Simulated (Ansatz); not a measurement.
**CH5 (doublet): from Hartree-Fock to the top rungs at distance H1–H2 along a hydrogen transfer = 0.778 Å, cc-pVDZ**

Aim: climb from Hartree-Fock through coupled cluster and multireference methods for CH5 (doublet) at one geometry and basis, and see what each rung misses.

Method: cc-pVDZ, core rule «outside noble gas», up to 1 orbitals frozen; program: Ansatz 0.2.0, Gaussian basis.

To be run: UHF; CCSD(T) on ROHF; CCSD(T) on UHF; BCCD(T) on ROHF; CISD; CCSDT(Q) on ROHF; CCSDT(Q) on UHF; CASSCF and MRCISD+Q, 3 electrons in 3 orbitals; CASSCF and NEVPT2, 3 electrons in 3 orbitals; CASSCF and MRCISD+Q, 9 electrons in 9 orbitals; CASSCF and NEVPT4(SD), 9 electrons in 9 orbitals; CASSCF and NEVPT2, 9 electrons in 9 orbitals.

7 further runs of the same task are left out: 6 that didn't finish, 1 set aside as unsound or not needed.

### Step 1. The geometry

The geometry derives from fragments relaxed apart (PBE0/def2-TZVP) and kept rigid, so it is no stationary point. A hydrogen atom is moved between rigid fragments.

6 atoms, charge 0, spin multiplicity 2.

Atoms are counted from 1 here; the program's logs count them from 0.

Bond lengths: H1–H2 0.778 Å, H2–C3 1.289 Å, C3–H4 1.080 Å, C3–H5 1.080 Å, C3–H6 1.080 Å. Angles: H1–H2–C3 180.0°, H2–C3–H4 90.0°, H2–C3–H5 90.0°, H2–C3–H6 90.0°, H4–C3–H5 120.0°, H4–C3–H6 120.0°, H5–C3–H6 120.0°.

Coordinates:

```
atom    x (Å)    y (Å)    z (Å)
  H1  -1.8686   0.0000   0.0000
  H2  -1.0906   0.0000   0.0000
  C3   0.1984   0.0000   0.0000
  H4   0.1984  -1.0800   0.0000
  H5   0.1984   0.5400   0.9353
  H6   0.1984   0.5400  -0.9353
```

### Step 2. UHF

in.yaml reads:

```yaml
crystal:
  periodic: [false, false, false]
  atoms:
    - {symbol: H, position_ang: [-1.868609, 0.000000, 0.000000]}
    - {symbol: H, position_ang: [-1.090609, 0.000000, 0.000000]}
    - {symbol: C, position_ang: [0.198391, 0.000000, 0.000000]}
    - {symbol: H, position_ang: [0.198391, -1.080023, 0.000000]}
    - {symbol: H, position_ang: [0.198391, 0.540011, 0.935327]}
    - {symbol: H, position_ang: [0.198391, 0.540012, -0.935327]}
basis:
  gaussian: {orbitals: cc-pVDZ}
magnetization: {spin_polarized: true, initial_magnetization: 1}
hamiltonian: {xc: hf}
output: {orbitals: {seedname: orbitals}}
```

Run with:

```sh
$ ansatz run in.yaml --threads 1 --pin off --events-out ev --progress --plain --max-ram 2393MiB
```

The runs that follow: CCSD(T) on ROHF; CCSD(T) on UHF; BCCD(T) on ROHF; CISD; CCSDT(Q) on ROHF; CCSDT(Q) on UHF; CASSCF and MRCISD+Q, 3 electrons in 3 orbitals; CASSCF and NEVPT2, 3 electrons in 3 orbitals; CASSCF and MRCISD+Q, 9 electrons in 9 orbitals; CASSCF and NEVPT4(SD), 9 electrons in 9 orbitals; CASSCF and NEVPT2, 9 electrons in 9 orbitals.

**Question.** What will the summary of the whole plan be? Wanted: UCCSDT(Q) below the RHF energy; RMP2 from UCCSDT(Q); UMP2 from UCCSDT(Q); RCCSD from UCCSDT(Q); RCCSD(T) from UCCSDT(Q); UCCSD(T) from UCCSDT(Q); RCCSDT(Q) from UCCSDT(Q); NEVPT2 pair from UCCSDT(Q); MRCISD+Q pair from UCCSDT(Q).

As calculated:

| quantity | value |
| --- | --- |
| UCCSDT(Q) below the RHF energy | -5.7698 eV |
| RMP2 from UCCSDT(Q) | +86.9 kJ/mol |
| UMP2 from UCCSDT(Q) | +89.9 kJ/mol |
| RCCSD from UCCSDT(Q) | +13.3 kJ/mol |
| RCCSD(T) from UCCSDT(Q) | +1.9 kJ/mol |
| UCCSD(T) from UCCSDT(Q) | +2.0 kJ/mol |
| RCCSDT(Q) from UCCSDT(Q) | 0.0 kJ/mol |
| NEVPT2 pair from UCCSDT(Q) | +82.7 kJ/mol |
| MRCISD+Q pair from UCCSDT(Q) | +2.6 kJ/mol |
| NEVPT2 valence from UCCSDT(Q) | +78.2 kJ/mol |
| levels within 1 kcal/mol (43 meV) | RCCSD(T), UCCSD(T), BCCD(T), RCCSDT, UCCSDT, RCCSDT(Q), MRCISD+Q pair, MRCISD+Q valence |
| T1 diagnostic | 0.022 |
| effectively unpaired electrons | 1.02 |

**Reading.** RCCSD(T) lands +1.9 kJ/mol from the yardstick (0.3 % of the correlation energy). One determinant dominates. Of the multireference levels listed MRCISD+Q valence comes nearest in total energy (+0.6 kJ/mol), which doesn't show that its space is the better one. These misses are within one basis, not against nature; the frozen cores of restricted and unrestricted runs differ, which can shift their rows.
